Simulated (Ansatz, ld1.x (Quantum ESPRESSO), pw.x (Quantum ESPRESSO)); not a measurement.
**pw.x on bcc As: one setting changed**

Potential: ultrasoft, ld1.x (Quantum ESPRESSO) 7.5, LDA (PW92); core [Ar] 3d10, reference 4s2 4p2.75; waves: 4s (bound): rcut 1.30, rcutus 1.50 bohr; 4s channel at 3.5 Ry: rcut 1.30, rcutus 1.50 bohr; 4p (bound): rcut 1.45, rcutus 1.90 bohr; 4p channel at 0.05 Ry: rcut 1.45, rcutus 1.90 bohr; 4d channel at -0.1 Ry: rcut 1.25, rcutus 1.70 bohr; local part: all-electron potential smoothed inside 1.35 bohr (lloc = -1); core correction: a·sin(br)/r model core, default radius (core density twice the valence density); augmentation: PSQ, inside the norm-conserving radii.

The reference run (k-mesh 14³, cutoffs 40/400 Ry, Fermi–Dirac 0.01 Ry, mixing_beta 0.4, conv_thr 1e-9, no spin) gives -0.40 GPa at 17.854 Å³/atom, where all-electron LAPW gives 0.14 GPa. This run, with its own iteration cap, changes smearing to mv.

```
&control
  calculation='scf', prefix='x', pseudo_dir='./', outdir='./tmp', tstress=.true., disk_io='none'
/
&system
  ibrav=0, nat=1, ntyp=1, ecutwfc=40, ecutrho=400, nbnd=9,
  occupations='smearing', smearing='mv', degauss=0.01
/
&electrons
  conv_thr=1e-09, mixing_beta=0.4, electron_maxstep=70
/
ATOMIC_SPECIES
As 1.0 As.UPF
CELL_PARAMETERS angstrom
  -1.64648778 1.64648778 1.64648778
  1.64648778 -1.64648778 1.64648778
  1.64648778 1.64648778 -1.64648778
ATOMIC_POSITIONS crystal
As 0.0000 0.0000 0.0000
K_POINTS automatic
14 14 14 0 0 0
```

```bash
pw.x < As.scf.in > As.scf.out
```

**Question.** How does the run end?

**Answer.** It converges in 6 iterations; the free energy moves by +12.6 meV/atom and the pressure by -0.16 GPa. This scheme is built to cancel the term in the square of the width that Fermi–Dirac smearing leaves in the F of a metal.

```
Message from routine setup:
     using ibrav=0 with symmetry is DISCOURAGED, use correct ibrav instead
     lattice parameter (alat)  =       5.3891  a.u.
     unit-cell volume          =     120.4848 (a.u.)^3
     number of electrons       =         5.00
     number of Kohn-Sham states=            9
     kinetic-energy cutoff     =      40.0000  Ry
     charge density cutoff     =     400.0000  Ry
     scf convergence threshold =      1.0E-09
     Exchange-correlation= PW
     number of k points=   104  Marzari-Vanderbilt smearing, width (Ry)=  0.0100
     iteration #  1     ecut=    40.00 Ry     beta= 0.40
     total energy              =     -17.93455093 Ry
     estimated scf accuracy    <       0.00624083 Ry
     iteration #  2     ecut=    40.00 Ry     beta= 0.40
     total energy              =     -17.93389412 Ry
     estimated scf accuracy    <       0.00155228 Ry
     iteration #  3     ecut=    40.00 Ry     beta= 0.40
     total energy              =     -17.93406261 Ry
     estimated scf accuracy    <       0.00000903 Ry
     iteration #  4     ecut=    40.00 Ry     beta= 0.40
     total energy              =     -17.93406458 Ry
     estimated scf accuracy    <       0.00000014 Ry
     iteration #  5     ecut=    40.00 Ry     beta= 0.40
     total energy              =     -17.93406461 Ry
     estimated scf accuracy    <          6.9E-09 Ry
     iteration #  6     ecut=    40.00 Ry     beta= 0.40
     the Fermi energy is     9.4542 ev
!    total energy              =     -17.93406462 Ry
     estimated scf accuracy    <          6.4E-11 Ry
     smearing contrib. (-TS)   =      -0.00001910 Ry
     The total energy is F=E-TS. E is the sum of the following terms:
     one-electron contribution =       5.37479472 Ry
     hartree contribution      =       0.24732358 Ry
     xc contribution           =      -8.93565289 Ry
     ewald contribution        =     -14.62051093 Ry
     convergence has been achieved in   6 iterations
          total   stress  (Ry/bohr**3)                   (kbar)     P=       -5.62
     Message from routine punch:
     Nothing written, as per user request (disk_io='none')
```

The run took about 6.6 s on one core of a shared host (Intel(R) Xeon(R) 6975P-C, 192 threads, 756 GiB, load 132).
